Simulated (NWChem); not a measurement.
# Atomisation of silicon monoxide (OSi)

```xyz
2

Si     0.0000     0.0000     0.5619
O      0.0000     0.0000    -0.9833
```
Charge 0, spin multiplicity 1.

The numbers come from NWChem runs, not from measurements. The geometry was optimised at PBE/def2-SVP, a minimum by its harmonic frequencies.

Basis set: def2-TZVP. The atomisation energy is electronic alone: no zero-point, thermal, spin-orbit or counterpoise terms. No value is extrapolated to the basis-set limit. Free atoms are single determinants with multiplicities Si 3, O 3.

B3LYP has NWChem's definition, with VWN1-RPA local correlation. The stability of the SCF solutions was not checked. Open-shell Hartree-Fock references start from PBE0 orbitals.

Q: For the atomisation energy, HF gives 107.3 kcal/mol and BHandHLYP gives 169.2 kcal/mol. What do PBE0, BP86, B3LYP give?

A: PBE0: 181.2 kcal/mol; BP86: 196.6 kcal/mol; B3LYP: 186.4 kcal/mol.
